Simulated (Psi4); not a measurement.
# CF3 (trifluoromethyl radical): UHF/STO-3G

What is the energy change on altering one bond length of CF3 (trifluoromethyl radical) at UHF/STO-3G? 

The calculation is run with Psi4 1.11.

2 further runs of the same task are left out: 2 that didn't finish.

### Step 1. Starting point

CF3: 4 atoms, total charge 0, spin state doublet. SMILES: `F[C](F)F`. Geometry: relaxed at PBE0-D4/def2-TZVP.

Bond lengths: F1–C2 1.313 Å, C2–F3 1.313 Å, C2–F4 1.313 Å. Angles: F1–C2–F3 111.4°, F1–C2–F4 111.4°, F3–C2–F4 111.4°.

### Step 2. Energy and forces at UHF/STO-3G

Input file run.py:

```python
import numpy as np
from ase.calculators.psi4 import Psi4
from ase import Atoms

a = Atoms(['F', 'C', 'F', 'F'], positions=[
    [-1.227500, 0.024900, 0.265400],
    [-0.039500, -0.059500, -0.286700],
    [0.658900, -1.044900, 0.227300],
    [0.608100, 1.079500, -0.205900],
])
calc = Psi4(atoms=a, method='hf', basis='STO-3G', memory='1600MB', num_threads=1, charge=0, multiplicity=2, label='psi4-calc', reference='uhf')
calc.psi4.set_options({'puream': True, 'e_convergence': 1e-09, 'd_convergence': 1e-08, 'scf_type': 'pk', 'maxiter': 100})
a.calc = calc

forces = a.get_forces()
print(f'energy: {a.get_potential_energy():.6f} eV')
print('forces / eV A^-1')
print(np.round(forces, 5))
```

The run is started by

```
$ python run.py
```

psi4-calc.dat, shortened:

```text
[...]
  Running in c1 symmetry.
[...]
  Nuclear repulsion =  124.596026532847389
[...]
  Multiplicity = 2
[...]
  Nalpha       = 17
  Nbeta        = 16
[...]
    Number of basis functions: 20
[...]
   @UHF iter   1:  -331.34955006386986   -1.37542e+00   2.06086e-02 DIIS/ADIIS
[...]
   @UHF iter  12:  -331.47442979237377    1.13687e-13   3.32662e-09 DIIS
[...]
   @S^2 Observed:                7.544109483E-01
[...]
    Orbital Energies [Eh]
    ---------------------
    Alpha Occupied:
       1A    -26.002865     2A    -26.002654     3A    -26.002609
       4A    -11.247615     5A     -1.644603     6A     -1.542723
       7A     -1.542658     8A     -0.845011     9A     -0.709395
      10A     -0.689892    11A     -0.689875    12A     -0.552397
      13A     -0.552363    14A     -0.505623    15A     -0.491301
      16A     -0.491271    17A     -0.317045
    Alpha Virtual:
      18A      0.635332    19A      0.639072    20A      0.639225
    Beta Occupied:
[...]
  @UHF Final Energy:  -331.47442979237377
   => Energetics <=
    Nuclear Repulsion Energy =            124.5960265328473895
    One-Electron Energy =                -713.1827073989612700
    Two-Electron Energy =                 257.1122510737400830
    Total Energy =                       -331.4744297923737690
  UHF NO Occupations:
  HONO-2 :   15  A 1.9991339
  HONO-1 :   16  A 1.9991337
[...]
 Multipole Moments:
 ------------------------------------------------------------------------------------
     Multipole            Electronic (a.u.)      Nuclear  (a.u.)        Total (a.u.)
 ------------------------------------------------------------------------------------
 L = 1.  Multiply by 2.5417464519 to convert [e a0] to [Debye]
 Dipole X            :          0.0078172           -0.0259235           -0.0181063
 Dipole Y            :          0.0115862           -0.0390494           -0.0274632
 Dipole Z            :          0.0567253           -0.1881753           -0.1314500
 Magnitude           :                                                    0.1355034
[...]
  -Total Gradient:
     Atom            X                  Y                   Z
    ------   -----------------  -----------------  -----------------
       1        0.053263731899    -0.002685608637    -0.019541000329
       2        0.005035116099     0.007358360975     0.036109106906
       3       -0.030288953391     0.044773523713    -0.017913736342
       4       -0.028009894608    -0.049446276051     0.001345629764
[...]
```

On the terminal:

```text
energy: -9019.878666 eV
forces / eV A^-1
[[-2.73893  0.1381   1.00484]
 [-0.25892 -0.37838 -1.8568 ]
 [ 1.55752 -2.30235  0.92116]
 [ 1.44033  2.54263 -0.0692 ]]
```

It took 5.1 s on 1 thread of AMD EPYC (Zen 3), shared host; peak memory 0.19 GiB.

### Step 3. The distorted shape: a single-point energy at UHF/STO-3G

Input file cf3.in:

```
memory 1600 MB

molecule {
  0 2
  F     -2.65630487     0.07097244     0.65799130
  C     -0.07464418    -0.11243870    -0.54178448
  F      1.24514054    -1.97457483     0.42953475
  F      1.14914246     2.03995935    -0.38909461
  units au
  symmetry c1
  no_reorient
  no_com
}

set basis STO-3G
set reference uhf
set puream true
set e_convergence 1e-09
set d_convergence 1e-08
set scf_type pk
set maxiter 100

result, w = energy('scf', return_wfn=True)
print_variables()
```

The run is started by

```
$ psi4 cf3.in cf3.out -n 1
```

cf3.out, shortened:

```text
[...]
  Running in c1 symmetry.
[...]
  Nuclear repulsion =  118.958736344930969
[...]
  Multiplicity = 2
[...]
  Nalpha       = 17
  Nbeta        = 16
[...]
    Number of basis functions: 20
[...]
   @UHF iter   1:  -331.29352757242799   -1.61061e+00   2.22904e-02 ADIIS/DIIS
[...]
   @UHF iter  15:  -331.45867868862018   -2.84217e-13   5.96075e-09 DIIS
[...]
   @S^2 Observed:                7.565938525E-01
[...]
    Orbital Energies [Eh]
    ---------------------
    Alpha Occupied:
       1A    -26.023244     2A    -26.023077     3A    -25.950016
       4A    -11.233726     5A     -1.628816     6A     -1.552270
       7A     -1.473664     8A     -0.844093     9A     -0.688123
      10A     -0.671508    11A     -0.667629    12A     -0.554795
      13A     -0.520011    14A     -0.511660    15A     -0.480522
      16A     -0.461479    17A     -0.332777
    Alpha Virtual:
      18A      0.447548    19A      0.624084    20A      0.625826
    Beta Occupied:
[...]
  @UHF Final Energy:  -331.45867868862018
   => Energetics <=
    Nuclear Repulsion Energy =            118.9587363449309692
    One-Electron Energy =                -702.3054481967778884
    Two-Electron Energy =                 251.8880331632267939
    Total Energy =                       -331.4586786886201821
  UHF NO Occupations:
  HONO-2 :   15  A 1.9991029
  HONO-1 :   16  A 1.9981609
[...]
 Multipole Moments:
 ------------------------------------------------------------------------------------
     Multipole            Electronic (a.u.)      Nuclear  (a.u.)        Total (a.u.)
 ------------------------------------------------------------------------------------
 L = 1.  Multiply by 2.5417464519 to convert [e a0] to [Debye]
 Dipole X            :          2.9498163           -2.8060619            0.1437544
 Dipole Y            :         -0.5823364            0.5525804           -0.0297559
 Dipole Z            :         -3.1968459            3.0351761           -0.1616698
 Magnitude           :                                                    0.2183755
[...]
```

Wall time 5.1 s (1 thread of AMD EPYC (Zen 3), shared host); peak memory 0.18 GiB.

### Step 4. What came out

Level: UHF/STO-3G.

| quantity | value |
| --- | --- |
| first shape: total energy | -331.47443 Eh |
| first shape: dipole moment | 0.34 D |
| first shape: HOMO energy (highest over α and β) | -8.63 eV |
| first shape: LUMO energy (lowest over α and β) | 7.01 eV |
| first shape: ⟨S²⟩ | 0.754 |
| first shape: largest force on an atom | 2.928 eV/Å |
| distorted shape: total energy | -331.45868 Eh |
| distorted shape: dipole moment | 0.56 D |
| distorted shape: HOMO energy (highest over α and β) | -9.06 eV |
| distorted shape: LUMO energy (lowest over α and β) | 6.50 eV |
| distorted shape: ⟨S²⟩ | 0.757 |
| energy change with the F1–C2 bond stretched from 1.313 to 1.510 Å | 0.429 eV |

**Reading.** With the F1–C2 bond stretched from 1.313 to 1.510 Å the energy rises by 0.43 eV (9.9 kcal/mol). The first shape isn't relaxed at this level, so the change isn't measured from a minimum. The minimal basis adds a large error of its own. The largest force (first shape) is 2.93 eV/Å: the shape isn't a stationary point for this species at this level.
